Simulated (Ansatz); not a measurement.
## Ansatz (development build ahead of 0.2.0) run

```yaml
crystal:
  periodic: [false, false, false]
  atoms:
    - { symbol: B, position_ang: [-0.02634, 0.03043, -0.75719] }
    - { symbol: B, position_ang: [0.03407, -0.02658, 0.76171] }
basis:
  gaussian: { orbitals: cc-pVDZ }
magnetization:
  spin_polarized: true
  initial_magnetization: 2
hamiltonian:
  xc: hf
correlation:
  method: mp2
  frozen_orbitals: { B: 1 }
```

The input is written out in the form of the current development build from the run's settings.

Results

| Property | Result |
| --- | --- |
| Converged | yes |
| Reference energy | -49.14411 hartree |
| Correlation energy | -0.07706 hartree |
| Total energy | -49.22117 hartree |
| Spin squared of the determinant | 2.917 |

Caution: the unrestricted determinant is a mixture of spin states.
